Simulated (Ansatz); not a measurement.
Total energies of C7H8, SMILES `C1=CC2(C=C1)CC2`.

Z-matrix (Å, degrees):
```
C
C 1 1.522
C 1 1.469 2 122.0
C 1 1.469 2 122.0 3 139.4
C 1 1.522 2 58.0 3 -110.3
H 2 1.082 1 116.3 3 -139.8
H 2 1.082 1 116.3 3 0.4
C 3 1.346 1 108.3 2 145.1
H 3 1.082 1 124.3 2 -34.9
C 4 1.346 1 108.3 2 -145.1
H 4 1.082 1 124.3 2 34.9
H 5 1.082 1 116.3 2 -109.9
H 5 1.082 1 116.3 2 109.9
H 8 1.082 3 126.1 1 -180.0
H 10 1.082 4 126.1 1 180.0
```

Total charge 0; spin multiplicity 1. The geometry is a stationary point of PBE0-D4/def2-TZVP. Basis def2-TZVPP, the Gaussian-basis code of Ansatz.

RPA on PBE orbitals: Hartree–Fock energy of these orbitals -269.70006 Eh, correlation -1.81778 Eh (frozen core).

| functional | kind | energy without D4 (Eh) | D4 term (kJ/mol) |
| --- | --- | --- | --- |
| BLYP | GGA | -271.45604 | -80.4 |
| B97M-V | meta-GGA with VV10 | -271.60918 | – |
| PBE0 | global hybrid, 25 % exact exchange | -271.26261 | -30.4 |
| B3LYP | global hybrid, 20 % | -271.59644 | -57.6 |
| r2SCAN0 | meta-GGA hybrid, 25 % | -271.40162 | -10.7 |
| HSE06 (plane-wave form) | screened hybrid | -271.24648 | -28.1 |
| BHLYP | global hybrid, 50 % | -271.41707 | -40.5 |
| CAM-B3LYP | range-separated hybrid | -271.43109 | -30.4 |
| ωB97X-V | range-separated hybrid GGA with VV10 | -271.51700 | – |
| PBE-QIDH | double hybrid | -271.21861 | – |

Q: Give the same for LDA (SPW92), PBE, revPBE, r2SCAN, r2SCANh, LC-ωPBE, ωB97M-V, B2PLYP. (An estimate is asked.)

A: Computed: 
```json
{"functional": "LDA (SPW92)", "kind": "LDA", "energy without D4 (Eh)": "-269.06764", "D4 term (kJ/mol)": "–"}
{"functional": "PBE", "kind": "GGA", "energy without D4 (Eh)": "-271.22793", "D4 term (kJ/mol)": "-36.1"}
{"functional": "revPBE", "kind": "GGA", "energy without D4 (Eh)": "-271.51469", "D4 term (kJ/mol)": "-120.3"}
{"functional": "r2SCAN", "kind": "meta-GGA", "energy without D4 (Eh)": "-271.42762", "D4 term (kJ/mol)": "-9.3"}
{"functional": "r2SCANh", "kind": "meta-GGA hybrid, 10 %", "energy without D4 (Eh)": "-271.41671", "D4 term (kJ/mol)": "-9.7"}
{"functional": "LC-ωPBE", "kind": "long-range corrected hybrid", "energy without D4 (Eh)": "-271.40208", "D4 term (kJ/mol)": "–"}
{"functional": "ωB97M-V", "kind": "range-separated hybrid meta-GGA with VV10", "energy without D4 (Eh)": "-271.46974", "D4 term (kJ/mol)": "–"}
{"functional": "B2PLYP", "kind": "double hybrid", "energy without D4 (Eh)": "-271.34084", "D4 term (kJ/mol)": "–"}
```

B3LYP takes the VWN-RPA correlation (the form of Gaussian; ORCA's B3LYP/G). HSE06 is the plane-wave form, built on full-range PBE exchange. The double hybrids freeze the cores in their second-order part.

LC-ωPBE has ω = 0.4 bohr⁻¹.
